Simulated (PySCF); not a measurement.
Deuteron quadrupole couplings in `CC[O+](C)C`

Species: C4H11O (charge +1).
Structure used (GFN2-xTB), in Å, numbered top down from 1:
```xyz
16
C4H11O angstrom
C      1.9612   -0.0708   -0.3470
C      0.5896   -0.7152   -0.3478
O     -0.3571    0.0484    0.4816
C     -1.5686   -0.6958    0.7277
C     -0.6508    1.3491   -0.0708
H      2.6763   -0.7913   -0.7354
H      2.0115    0.8124   -0.9770
H      2.2646    0.1849    0.6652
H      0.6486   -1.7026    0.1140
H      0.1864   -0.8112   -1.3611
H     -2.1074   -0.9055   -0.1989
H     -1.3056   -1.6297    1.2234
H     -2.1979   -0.1106    1.3975
H     -1.3079    1.8729    0.6222
H      0.2806    1.9049   -0.1567
H     -1.1312    1.2690   -1.0484
```

Level: PBE0/pcSseg-1 (PySCF, non-relativistic); Q(2H) = 0.00286 b; rigid geometry, the same for H and D, with no vibrational averaging.

Question: Rank these positions by the coupling χzz of a deuteron there, largest first.
A. H12 (methyl hydrogen)
B. H10 (methylene hydrogen)
C. H8 (methyl hydrogen)

Answer: C (206 kHz), A (195 kHz), B (188 kHz).

Q: Tabulate Vzz, the asymmetry η and χzz = 234.96 MHz × Q × Vzz for every hydrogen position.

A: 
| atom | bonded to | bond length (Å) | Vzz (au) | η | χzz (kHz) |
| --- | --- | --- | --- | --- | --- |
| H6 | C1 | 1.087 | 0.3083 | 0.05 | 207 |
| H7 | C1 | 1.086 | 0.3097 | 0.04 | 208 |
| H8 | C1 | 1.087 | 0.3069 | 0.04 | 206 |
| H9 | C2 | 1.092 | 0.2830 | 0.13 | 190 |
| H10 | C2 | 1.095 | 0.2801 | 0.13 | 188 |
| H11 | C4 | 1.092 | 0.2854 | 0.13 | 192 |
| H12 | C4 | 1.090 | 0.2901 | 0.13 | 195 |
| H13 | C4 | 1.090 | 0.2897 | 0.13 | 195 |
| H14 | C5 | 1.089 | 0.2903 | 0.13 | 195 |
| H15 | C5 | 1.088 | 0.2925 | 0.12 | 197 |
| H16 | C5 | 1.092 | 0.2859 | 0.13 | 192 |

Q: How does χzz go with the bond length over the 11 C–H bonds?

A: A straight-line fit has a slope of -24.1 kHz for each 0.01 Å, with a correlation coefficient of -0.91, over lengths from 1.086 to 1.095 Å. The longer bonds have the smaller couplings here.

Isolated species at its GFN2-xTB geometry (one conformer only). GFN2-xTB bond lengths can be off by several hundredths of an ångström, more for odd bonds, and the gradients follow them. These gradients aren't converged with respect to the basis.
